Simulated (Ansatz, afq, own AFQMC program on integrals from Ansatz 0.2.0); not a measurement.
AlNH, quartet in cc-pVDZ along one coordinate

```xyz
3

Al    0.0000   -0.1047    0.6174
N     0.0000    0.1075   -1.2897
H     0.0000    1.3076    1.3949
```

All coordinates are scaled about the centre. Energies in mEh count from this geometry (1.000) at the same level; the start stands on UHF, each point on the determinant named.

Basis cc-pVDZ. Only valence electrons are correlated. Ansatz 0.2.0 and our own AFQMC program on the same integrals; the CISD trial comes from CCSD amplitudes, and released means the phaseless constraint is let go. Uncertainties: one standard error, sampling alone.

Cautions, each for one point or more: a spin-contaminated unrestricted determinant lies lower; cluster runs in doubt by the program's own checks; higher spins were not checked; lower spins were not checked; strong correlation; the search met a lower determinant of the same kind, perhaps of another symmetry; unrestricted determinant slightly spin contaminated; unrestricted determinant spin contaminated.

```
scale of all distances   det.     T1  weight  ⟨S²⟩  CCSD(T)  ph-AFQMC/CISD  CCSDT(Q)  B2PLYP   CCSD
                 0.879    UHF  0.026    0.91  3.76     38.5     39.2 ± 0.4      38.7    36.0   38.0
                 1.117    UHF  0.027    0.89  3.84      8.2      7.8 ± 0.5       7.8    10.4    8.7
                 1.299    UHF  0.037    0.86  3.92     39.8     39.1 ± 0.5      39.2    47.9   39.8
                 1.507    UHF  0.052    0.83  3.97     66.5     66.4 ± 0.5      66.4    81.3   65.9
                 1.769   ROHF  0.040    0.82  pure     91.8     92.5 ± 0.6      91.9  113.6§   91.6
                 1.980   ROHF  0.059    0.76  pure    106.8    109.7 ± 0.6     107.2  129.5§  108.0
                 2.439  ROHF¶  0.077    0.63  pure    123.5    127.8 ± 0.8     124.5  144.6§  127.8
```

Weight is that of the determinant in the CISD state; at the start T1 is 0.025 and the weight 0.91, and ⟨S²⟩ is 3.77. ¶ marks points with a poor determinant and no full CI, where no value is sure; they don't count among the departures. Symmetry can't show for every point that it stays on the start's state. § marks a functional whose ⟨S²⟩ is too high by over 0.1. Largest departures from CCSDT(Q), at the points where its series has closed: CCSD(T) 0.4 mEh at 1.117 (on UHF), ph-AFQMC/CISD 2.5 mEh at 1.980 (on ROHF), B2PLYP -2.8 mEh at 0.879, CCSD 0.9 mEh at 1.117 (on UHF). Functionals count only at points shown to share the start's state and spin. In this small basis the wave-function levels are far from their limit, so their gap to the functionals isn't the functionals' error.

Some points may be missing: those where a free walk finds a much lower state, and past Zn most of those on another determinant than at the start.

A walk keeps the symmetry of its determinant, which the program's search chose and which needn't be the lowest solution, so a lower state of the same spin and another symmetry isn't excluded.
